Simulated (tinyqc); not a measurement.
Worked calculation (part 1 of 2): CIS on RHF in the sto-3g basis, frozen core, for H2F+, spin multiplicity 1. Computed by tinyqc, a small Python program that keeps every step (integrals from PySCF). Settings: charge = 1, multiplicity = 1, basis = sto-3g, method = RHF, frozen orbitals = 1, energy threshold = 1e-10, iteration cap = 59, orthogonalisation = symmetric, start = atomic densities, DIIS depth = 6. Command: `OMP_NUM_THREADS=1 python tinyqc.py 30931 30932 out.jsonl` (the two numbers bound the seeds that draw the settings). One thread of a shared host (Intel(R) Xeon(R) Processor @ 2.60GHz), about 0.1 s of CPU time with the checks. The early iterations of the SCF are left out here.

## One-electron integrals

Geometry (angstrom):
```
atom         x          y         z
F     0.000000   0.000000  0.000000
H     0.000000   0.891000  0.497000
H     0.000000  -0.954000  0.532000
```

Basis sto-3g: exponents (1/bohr^2) and contraction coefficients of normalised primitives:
```
element  l (shell)    exponent  coefficient
F            s (1)  166.679130     0.154329
F            s (1)   30.360812     0.535328
F            s (1)    8.216821     0.444635
F            s (2)    6.464803    -0.099967
F            s (2)    1.502281     0.399513
F            s (2)    0.488588     0.700115
F            p (3)    6.464803     0.155916
F            p (3)    1.502281     0.607684
F            p (3)    0.488588     0.391957
H            s (1)    3.425251     0.154329
H            s (1)    0.623914     0.535328
H            s (1)    0.168855     0.444635
```

Overlap, kinetic and nuclear-attraction integrals over the contracted functions; the nuclear repulsion is the sum of Za Zb / Rab.

nuclear repulsion = 9.31499181 hartree

overlap S:
```
           1F 1s     1F 2s    1F 2px     1F 2py    1F 2pz     2H 1s      3H 1s
1F 1s   1.000000  0.237990  0.000000   0.000000  0.000000  0.038650   0.032511
1F 2s   0.237990  1.000000  0.000000   0.000000  0.000000  0.382662   0.340334
1F 2px  0.000000  0.000000  1.000000   0.000000  0.000000  0.000000   0.000000
1F 2py  0.000000  0.000000  0.000000   1.000000  0.000000  0.272670  -0.249381
1F 2pz  0.000000  0.000000  0.000000   0.000000  1.000000  0.152095   0.139068
2H 1s   0.038650  0.382662  0.000000   0.272670  0.152095  1.000000   0.152860
3H 1s   0.032511  0.340334  0.000000  -0.249381  0.139068  0.152860   1.000000
```

kinetic energy T (hartree):
```
            1F 1s      1F 2s    1F 2px     1F 2py    1F 2pz      2H 1s      3H 1s
1F 1s   36.984577  -0.212858  0.000000   0.000000  0.000000  -0.005510  -0.007291
1F 2s   -0.212858   1.037995  0.000000   0.000000  0.000000   0.080000   0.053536
1F 2px   0.000000   0.000000  3.248015   0.000000  0.000000   0.000000   0.000000
1F 2py   0.000000   0.000000  0.000000   3.248015  0.000000   0.174397  -0.136130
1F 2pz   0.000000   0.000000  0.000000   0.000000  3.248015   0.097278   0.075913
2H 1s   -0.005510   0.080000  0.000000   0.174397  0.097278   0.760032  -0.007378
3H 1s   -0.007291   0.053536  0.000000  -0.136130  0.075913  -0.007378   0.760032
```

nuclear attraction V (hartree):
```
             1F 1s       1F 2s      1F 2px      1F 2py      1F 2pz      2H 1s      3H 1s
1F 1s   -78.012716   -9.415545    0.000000   -0.001355   -0.011094  -1.570545  -1.318734
1F 2s    -9.415545  -12.541581    0.000000   -0.015521   -0.136188  -3.627752  -3.161626
1F 2px    0.000000    0.000000  -12.393575    0.000000    0.000000   0.000000   0.000000
1F 2py   -0.001355   -0.015521    0.000000  -12.519294   -0.006281  -2.246658   1.995367
1F 2pz   -0.011094   -0.136188    0.000000   -0.006281  -12.432682  -1.286979  -1.145224
2H 1s    -1.570545   -3.627752    0.000000   -2.246658   -1.286979  -6.048763  -1.049020
3H 1s    -1.318734   -3.161626    0.000000    1.995367   -1.145224  -1.049020  -5.780083
```

core Hamiltonian H = T + V (hartree):
```
             1F 1s       1F 2s     1F 2px     1F 2py     1F 2pz      2H 1s      3H 1s
1F 1s   -41.028139   -9.628402   0.000000  -0.001355  -0.011094  -1.576055  -1.326024
1F 2s    -9.628402  -11.503585   0.000000  -0.015521  -0.136188  -3.547752  -3.108089
1F 2px    0.000000    0.000000  -9.145560   0.000000   0.000000   0.000000   0.000000
1F 2py   -0.001355   -0.015521   0.000000  -9.271280  -0.006281  -2.072261   1.859237
1F 2pz   -0.011094   -0.136188   0.000000  -0.006281  -9.184667  -1.189700  -1.069311
2H 1s    -1.576055   -3.547752   0.000000  -2.072261  -1.189700  -5.288732  -1.056399
3H 1s    -1.326024   -3.108089   0.000000   1.859237  -1.069311  -1.056399  -5.020051
```

## Two-electron integrals

Functions are numbered as in S; the eight-fold symmetry (ij|kl) = (ji|kl) = (kl|ij) leaves the list below.

Two-electron integrals (ij|kl) in chemists' order, unique and non-zero (hartree):
```
(11|11) 5.403501    (21|11) 0.841920    (21|21) 0.156299    (22|11) 1.268028
(22|21) 0.292344    (22|22) 0.926167    (31|31) 0.027998    (32|31) 0.043169
(32|32) 0.204588    (33|11) 1.264502    (33|21) 0.292403    (33|22) 0.925959
(33|33) 0.997514    (41|41) 0.027998    (42|41) 0.043169    (42|42) 0.204588
(43|43) 0.053770    (44|11) 1.264502    (44|21) 0.292403    (44|22) 0.925959
(44|33) 0.889973    (44|44) 0.997514    (51|51) 0.027998    (52|51) 0.043169
(52|52) 0.204588    (53|53) 0.053770    (54|54) 0.053770    (55|11) 1.264502
(55|21) 0.292403    (55|22) 0.925959    (55|33) 0.889973    (55|44) 0.889973
(55|55) 0.997514    (61|11) 0.138723    (61|21) 0.025536    (61|22) 0.047458
(61|33) 0.047385    (61|41) 0.000917    (61|42) 0.001718    (61|44) 0.047558
(61|51) 0.000511    (61|52) 0.000958    (61|54) 0.000096    (61|55) 0.047439
(61|61) 0.004215    (62|11) 0.350163    (62|21) 0.081809    (62|22) 0.289022
(62|33) 0.284802    (62|41) 0.004872    (62|42) 0.037956    (62|44) 0.294244
(62|51) 0.002717    (62|52) 0.021172    (62|54) 0.005267    (62|55) 0.287740
(62|61) 0.013561    (62|62) 0.110877    (63|31) 0.008578    (63|32) 0.050774
(63|43) 0.007999    (63|53) 0.004462    (63|63) 0.016462    (64|11) 0.207679
(64|21) 0.049144    (64|22) 0.185855    (64|33) 0.177897    (64|41) 0.011137
(64|42) 0.073929    (64|44) 0.199739    (64|51) 0.001427    (64|52) 0.012916
(64|54) 0.007721    (64|55) 0.179716    (64|61) 0.008490    (64|62) 0.087425
(64|64) 0.084874    (65|11) 0.115843    (65|21) 0.027413    (65|22) 0.103670
(65|33) 0.099231    (65|41) 0.001427    (65|42) 0.012916    (65|44) 0.102491
(65|51) 0.009374    (65|52) 0.057979    (65|54) 0.009817    (65|55) 0.109169
(65|61) 0.004736    (65|62) 0.048766    (65|64) 0.038160    (65|65) 0.037748
(66|11) 0.503528    (66|21) 0.119573    (66|22) 0.487154    (66|33) 0.470462
(66|41) 0.008975    (66|42) 0.098408    (66|44) 0.508229    (66|51) 0.005006
(66|52) 0.054892    (66|54) 0.021066    (66|55) 0.482213    (66|61) 0.019949
(66|62) 0.239196    (66|64) 0.219151    (66|65) 0.122243    (66|66) 0.774606
(71|11) 0.116530    (71|21) 0.021459    (71|22) 0.039913    (71|33) 0.039851
(71|41) -0.000766   (71|42) -0.001441   (71|44) 0.039997    (71|51) 0.000427
(71|52) 0.000804    (71|54) -0.000082   (71|55) 0.039896    (71|61) 0.003489
(71|62) 0.011053    (71|64) 0.006359    (71|65) 0.003863    (71|66) 0.016108
(71|71) 0.002977    (72|11) 0.305234    (72|21) 0.071361    (72|22) 0.253422
(72|33) 0.249655    (72|41) -0.004252   (72|42) -0.033646   (72|44) 0.258085
(72|51) 0.002371    (72|52) 0.018763    (72|54) -0.004701   (72|55) 0.252277
(72|61) 0.011463    (72|62) 0.078185    (72|64) 0.042492    (72|65) 0.033388
(72|66) 0.136681    (72|71) 0.009949    (72|72) 0.086491    (73|31) 0.007347
(73|32) 0.044001    (73|43) -0.007023   (73|53) 0.003916    (73|63) 0.011061
(73|73) 0.012617    (74|11) -0.185144   (74|21) -0.043828   (74|22) -0.166599
(74|33) -0.159551   (74|41) 0.009626    (74|42) 0.064892    (74|44) -0.178864
(74|51) -0.001271   (74|52) -0.011649   (74|54) 0.006854    (74|55) -0.161190
(74|61) -0.006753   (74|62) -0.043840   (74|64) -0.013186   (74|65) -0.018348
(74|66) -0.069967   (74|71) -0.006357   (74|72) -0.069782   (74|74) 0.068509
(75|11) 0.103246    (75|21) 0.024441    (75|22) 0.092904    (75|33) 0.088974
(75|41) -0.001271   (75|42) -0.011649   (75|44) 0.091912    (75|51) 0.008056
(75|52) 0.050498    (75|54) -0.008661   (75|55) 0.097720    (75|61) 0.004089
(75|62) 0.033913    (75|64) 0.018096    (75|65) 0.025369    (75|66) 0.065297
(75|71) 0.003545    (75|72) 0.038914    (75|74) -0.031168   (75|75) 0.029998
(76|11) 0.096635    (76|21) 0.022796    (76|22) 0.087908    (76|33) 0.086412
(76|41) -0.000028   (76|42) -0.000350   (76|44) 0.088330    (76|51) 0.001219
(76|52) 0.011542    (76|54) -0.000068   (76|55) 0.088889    (76|61) 0.003730
(76|62) 0.033020    (76|64) 0.022673    (76|65) 0.016631    (76|66) 0.074572
(76|71) 0.003140    (76|72) 0.029537    (76|74) -0.021078   (76|75) 0.015173
(76|76) 0.012371    (77|11) 0.473802    (77|21) 0.112575    (77|22) 0.461785
(77|33) 0.446454    (77|41) -0.008120   (77|42) -0.091249   (77|44) 0.481157
(77|51) 0.004528    (77|52) 0.050885    (77|54) -0.019353   (77|55) 0.457246
(77|61) 0.018039    (77|62) 0.148171    (77|64) 0.073826    (77|65) 0.069469
(77|66) 0.285058    (77|71) 0.015781    (77|72) 0.205521    (77|74) -0.192894
(77|75) 0.107568    (77|76) 0.074572    (77|77) 0.774606
```

## Orthogonalisation

S = U s U^T; symmetric (Loewdin) form X = U s^(-1/2) U^T, so that X^T S X = 1.

eigenvalues of S: 0.474581  0.554142  0.910781  1.000000  1.076031  1.299266  1.685199

X:
```
            1F 1s      1F 2s    1F 2px     1F 2py     1F 2pz      2H 1s      3H 1s
1F 1s    1.023653  -0.135516  0.000000  -0.000931  -0.004740   0.018388   0.016327
1F 2s   -0.135516   1.137128  0.000000   0.010969   0.045174  -0.218604  -0.183438
1F 2px   0.000000   0.000000  1.000000   0.000000   0.000000   0.000000   0.000000
1F 2py  -0.000931   0.010969  0.000000   1.066842   0.003820  -0.174244   0.155840
1F 2pz  -0.004740   0.045174  0.000000   0.003820   1.017756  -0.085087  -0.073667
2H 1s    0.018388  -0.218604  0.000000  -0.174244  -0.085087   1.117300  -0.059369
3H 1s    0.016327  -0.183438  0.000000   0.155840  -0.073667  -0.059369   1.091755
```

## Iteration 8 (converged): orbitals

converged F (hartree):
```
             1F 1s      1F 2s     1F 2px     1F 2py     1F 2pz      2H 1s      3H 1s
1F 1s   -26.567674  -6.776970   0.000000  -0.001663  -0.020473  -1.118225  -0.941695
1F 2s    -6.776970  -3.592131   0.000000  -0.013386  -0.089102  -1.151694  -1.014118
1F 2px    0.000000   0.000000  -1.006591   0.000000   0.000000   0.000000   0.000000
1F 2py   -0.001663  -0.013386   0.000000  -0.935660  -0.007249  -0.547302   0.504411
1F 2pz   -0.020473  -0.089102   0.000000  -0.007249  -0.966171  -0.355094  -0.330590
2H 1s    -1.118225  -1.151694   0.000000  -0.547302  -0.355094  -0.811315  -0.281527
3H 1s    -0.941695  -1.014118   0.000000   0.504411  -0.330590  -0.281527  -0.733042
```

Diagonalise F' = X^T F X, C = X C', fill 5 alpha and 5 beta electrons from the bottom; D = 2 C_occ C_occ^T. Each column has its largest component positive (the first on a tie).

F' = X^T F X (hartree):
```
            1          2          3          4          5          6          7
1  -26.088895  -3.437791   0.000000  -0.003615  -0.037206  -0.137974  -0.098614
2   -3.437791  -2.245763   0.000000   0.010062   0.032706  -0.483282  -0.417894
3    0.000000   0.000000  -1.006591   0.000000   0.000000   0.000000   0.000000
4   -0.003615   0.010062   0.000000  -0.720652   0.003068  -0.440439   0.405970
5   -0.037206   0.032706   0.000000   0.003068  -0.902074  -0.250750  -0.229618
6   -0.137974  -0.483282   0.000000  -0.440439  -0.250750  -0.363992  -0.061401
7   -0.098614  -0.417894   0.000000   0.405970  -0.229618  -0.061401  -0.375320
```

orbital energies (hartree): MO1 -26.577250, MO2 -2.003887, MO3 -1.147436, MO4 -1.024544, MO5 -1.006591, MO6 -0.069000, MO7 0.125421

coefficients C:
```
              MO1        MO2        MO3        MO4       MO5        MO6        MO7
1F 1s    0.994742  -0.251265   0.009623   0.057040  0.000000   0.101604   0.023281
1F 2s    0.022445   0.953650  -0.050704  -0.285909  0.000000  -0.613873  -0.154644
1F 2px   0.000000   0.000000   0.000000   0.000000  1.000000   0.000000   0.000000
1F 2py   0.000322   0.011875   0.731756  -0.046422  0.000000   0.125724  -0.799604
1F 2pz   0.001942   0.085279   0.047896   0.896858  0.000000  -0.476755  -0.096697
2H 1s   -0.004183   0.090486   0.355156   0.178677  0.000000   0.599353   0.901177
3H 1s   -0.003551   0.077599  -0.329991   0.220042  0.000000   0.850171  -0.610693
```

D after iteration 8:
```
            1F 1s      1F 2s    1F 2px     1F 2py     1F 2pz      2H 1s      3H 1s
1F 1s    2.111986  -0.468177  0.000000   0.003460   0.064245  -0.026575  -0.027309
1F 2s   -0.468177   1.988535  0.000000  -0.024997  -0.354957   0.034210   0.055485
1F 2px   0.000000   0.000000  2.000000   0.000000   0.000000   0.000000   0.000000
1F 2py   0.003460  -0.024997  0.000000   1.075526  -0.011145   0.505332  -0.501535
1F 2pz   0.064245  -0.354957  0.000000  -0.011145   1.627850   0.369934   0.376303
2H 1s   -0.026575   0.034210  0.000000   0.505332   0.369934   0.332533  -0.141691
3H 1s   -0.027309   0.055485  0.000000  -0.501535   0.376303  -0.141691   0.326694
```

## Convergence

Stop when the energy changes by less than 1e-10 hartree and every element of the error matrix X^T (F D S - S D F) X is below 3e-06.

Course of the cycle:
```
iteration   E (hartree)     change  largest element of the error matrix
1          -94.02394447          -                             1.09e+00
2          -98.73685456  -4.71e+00                             3.03e-01
3          -98.84540540  -1.09e-01                             2.64e-02
4          -98.84635672  -9.51e-04                             6.78e-03
5          -98.84638895  -3.22e-05                             1.97e-04
6          -98.84638901  -5.22e-08                             9.08e-05
7          -98.84638902  -1.46e-08                             7.09e-06
8          -98.84638902  -4.65e-11                             1.43e-06
```

PySCF RHF in the same basis = -98.84638902 hartree

Converged in 8 iterations.

## Integrals over molecular orbitals

(pq|rs) = sum C_ip C_jq C_kr C_ls (ij|kl), one index at a time.

one-electron integrals over orbitals h = C^T H C (hartree):
```
            1          2          3          4          5          6          7
1  -41.010196   0.695379  -0.025829  -0.146706   0.000000  -0.271193  -0.061961
2    0.695379  -9.598864   0.041485   0.322203   0.000000   1.285039   0.306981
3   -0.025829   0.041485  -7.934582  -0.070453   0.000000  -0.365548   2.196395
4   -0.146706   0.322203  -0.070453  -8.712466   0.000000   1.334848   0.085721
5    0.000000   0.000000   0.000000   0.000000  -9.145560   0.000000   0.000000
6   -0.271193   1.285039  -0.365548   1.334848   0.000000  -5.406368   0.041086
7   -0.061961   0.306981   2.196395   0.085721   0.000000   0.041086  -5.998282
```

Two-electron integrals over orbitals (pq|rs), unique and non-zero (hartree); the lowest 1 orbital is frozen and left out:
```
(22|22) 0.856781    (32|22) 0.003165    (32|32) 0.155177    (33|22) 0.746787
(33|32) -0.004815   (33|33) 0.720130    (42|22) -0.001913   (42|32) 0.001385
(42|33) -0.005317   (42|42) 0.164111    (43|22) 0.006553    (43|32) 0.007878
(43|33) 0.006321    (43|42) -0.007406   (43|43) 0.046940    (44|22) 0.823919
(44|32) -0.008604   (44|33) 0.707287    (44|42) -0.084012   (44|43) 0.008886
(44|44) 0.898686    (52|52) 0.182630    (53|52) -0.005095   (53|53) 0.037492
(54|52) -0.030149   (54|53) 0.001689    (54|54) 0.053401    (55|22) 0.881357
(55|32) -0.006456   (55|33) 0.736761    (55|42) -0.046640   (55|43) 0.008459
(55|44) 0.840156    (55|55) 0.997514    (62|22) -0.135581   (62|32) 0.012504
(62|33) -0.082743   (62|42) -0.041559   (62|43) -0.003182   (62|44) -0.103518
(62|55) -0.143486   (62|62) 0.069483    (63|22) 0.037456    (63|32) 0.027372
(63|33) 0.030646    (63|42) -0.008416   (63|43) 0.018920    (63|44) 0.030660
(63|55) 0.039301    (63|62) -0.013637   (63|63) 0.074805    (64|22) -0.137757
(64|32) -0.008243   (64|33) -0.079388   (64|42) 0.000306    (64|43) -0.003609
(64|44) -0.144535   (64|55) -0.141015   (64|62) 0.057114    (64|63) -0.024221
(64|64) 0.070442    (65|52) -0.051420   (65|53) 0.005266    (65|54) -0.008045
(65|65) 0.024381    (66|22) 0.547620    (66|32) -0.028878   (66|33) 0.538776
(66|42) 0.063038    (66|43) -0.018460   (66|44) 0.523143    (66|55) 0.527989
(66|62) -0.042655   (66|63) -0.029205   (66|64) -0.016759   (66|66) 0.551929
(72|22) -0.033630   (72|32) -0.067129   (72|33) -0.014108   (72|42) -0.001419
(72|43) 0.019199    (72|44) -0.027998   (72|55) -0.033929   (72|62) 0.005357
(72|63) 0.022624    (72|64) 0.013072    (72|66) -0.010536   (72|72) 0.059674
(73|22) -0.212030   (73|32) 0.015453    (73|33) -0.160974   (73|42) 0.050404
(73|43) -0.001304   (73|44) -0.206574   (73|55) -0.232805   (73|62) 0.068310
(73|63) -0.010670   (73|64) 0.078163    (73|66) -0.022485   (73|72) 0.019959
(73|73) 0.161402    (74|22) -0.007619   (74|32) 0.049389    (74|33) -0.005323
(74|42) -0.007296   (74|43) -0.010244   (74|44) -0.009564   (74|55) -0.008740
(74|62) 0.009150    (74|63) 0.038427    (74|64) -0.003029   (74|66) -0.022948
(74|72) -0.009874   (74|73) 0.013971    (74|74) 0.043744    (75|52) -0.011695
(75|53) -0.025210   (75|54) 0.000508    (75|65) 0.001573    (75|75) 0.020988
(76|22) 0.001862    (76|32) 0.089372    (76|33) -0.002814   (76|42) 0.006461
(76|43) 0.043315    (76|44) -0.009536   (76|55) -0.003479   (76|62) -0.000662
(76|63) 0.082175    (76|64) -0.016150   (76|66) -0.053785   (76|72) 0.002923
(76|73) 0.024828    (76|74) 0.050538    (76|76) 0.145878    (77|22) 0.612787
(77|32) 0.035888    (77|33) 0.609499    (77|42) 0.004473    (77|43) 0.015615
(77|44) 0.589146    (77|55) 0.601167    (77|62) -0.043835   (77|63) 0.043756
(77|64) -0.038620   (77|66) 0.508211    (77|72) -0.010895   (77|73) -0.068516
(77|74) 0.018724    (77|76) 0.049223    (77|77) 0.590935
```

## CIS matrix, singlets

A(ia,jb) = (e_a - e_i) d_ij d_ab + 2 (ia|jb) - (ij|ab).

CIS matrix A, singlet (hartree):
```
          2>6        2>7        3>6        3>7        4>6        4>7       5>6       5>7
2>6  1.526233   0.008852   0.001605   0.047248   0.051190   0.011839  0.000000  0.000000
2>7  0.008852   1.635869  -0.044124   0.004030   0.019684  -0.024221  0.000000  0.000000
3>6  0.001605  -0.044124   0.689270  -0.018526  -0.029982   0.033538  0.000000  0.000000
3>7  0.047248   0.004030  -0.018526   0.986161   0.113011   0.012328  0.000000  0.000000
4>6  0.051190   0.019684  -0.029982   0.113011   0.573286   0.003478  0.000000  0.000000
4>7  0.011839  -0.024221   0.033538   0.012328   0.003478   0.648307  0.000000  0.000000
5>6  0.000000   0.000000   0.000000   0.000000   0.000000   0.000000  0.458364  0.006625
5>7  0.000000   0.000000   0.000000   0.000000   0.000000   0.000000  0.006625  0.572820
```

## CIS singlet states

dipole integrals <i|r|a> (bohr):
```
             x          y          z
2>6   0.000000  -0.000896   0.029845
2>7   0.000000   0.094621   0.015931
3>6   0.000000   0.901962  -0.079357
3>7   0.000000   0.183092   0.481165
4>6   0.000000  -0.171471   0.317980
4>7   0.000000   0.546909   0.021710
5>6  -0.027297   0.000000   0.000000
5>7  -0.003889   0.000000   0.000000
```

Diagonalise A (1 hartree = 27.211386 eV); each vector has its largest component positive (the first on a tie). The transition dipole is mu = sqrt2 sum c_ia <i|r|a>.

singlet excitation energies (eV): 12.462320  14.651413  15.597637  17.132532  19.239855  27.497969  41.728264  44.627159

lowest vectors:
```
       state 1    state 2   state 3    state 4    state 5    state 6
2>6   0.000000  -0.038130  0.000000  -0.012460  -0.007115  -0.111935
2>7   0.000000  -0.010317  0.000000  -0.000984   0.055621  -0.016347
3>6   0.000000   0.171582  0.000000  -0.463153   0.865067  -0.073438
3>7   0.000000  -0.228539  0.000000  -0.088149   0.080371   0.961067
4>6   0.000000   0.955891  0.000000   0.112018  -0.108054   0.239797
4>7   0.000000  -0.055152  0.000000   0.874651   0.479978   0.025647
5>6   0.998340   0.000000  0.057591   0.000000   0.000000   0.000000
5>7  -0.057591   0.000000  0.998340   0.000000   0.000000   0.000000
```

oscillator strengths 2/3 w |mu|^2: 0.000446  0.027552  0.000023  0.002512  1.104876  0.403912
